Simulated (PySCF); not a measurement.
**Quadrupole coupling of sulfuryl chloride: levels of theory against gas-phase measurements**

Values to reproduce (atoms as numbered below): 35Cl at Cl4/Cl5: χzz = -74.4 MHz [1].
[1] measured, gas; W. C. Bailey, Calculation of NQCC in Gaseous State Molecules (compilation of microwave values)

Sulfuryl chloride, Cl2O2S.
Numbering: `[O:1]=[S:2](=[O:3])([Cl:4])[Cl:5]`

Cartesian coordinates in Å at the PBE0-D3(BJ)/def2-SVP level; atoms count from 1:
```
atom  x, y, z in Å
O1     1.1619   -0.1148   -1.1211
S2     0.2848   -0.0812    0.0155
O3     0.6710   -0.5201    1.3267
Cl4   -0.4551    1.8259    0.1862
Cl5   -1.4446   -1.0669   -0.4917
```

**Question.** What do the calculations give?

**Answer.** PySCF, non-relativistic, all at one geometry, with Q(35Cl) = −0.0817 b, means over equivalent atoms:

```csv
level,functions,35Cl Cl4/Cl5 (MHz),computed/reference − 1 (%)
B3LYP/6-31G*,82,-73.78,-0.8
B3LYP/cc-pVTZ,162,-75.53,+1.5
```

Closest here is B3LYP/6-31G* (0.8 % unsigned error), furthest B3LYP/cc-pVTZ (1.5 %); one molecule doesn't rank methods. Computed values are for fixed nuclei, while measured ones can include vibrational averaging.
